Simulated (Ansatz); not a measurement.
Job for Ansatz (a quantum-chemistry and plane-wave program): R-r2SCAN/def2-TZVPPD on HF (SMILES F). Files ending in .json are basis or fitting sets from the Basis Set Exchange.

Ansatz 0.2 input:
```yaml
crystal:
  periodic: [false, false, false]
  atoms:
    - {symbol: F, position_ang: [0.00000000, 0.00000000, 0.00000000]}
    - {symbol: H, position_ang: [0.91538107, 0.00000000, 0.00000000]}
basis:
  gaussian:
    orbitals: def2-TZVPPD.json
hamiltonian:
  xc: {name: r2SCAN}
scf: {lower_state_search: off}
```

What total energy does the run end on?

-100.4487 hartree.
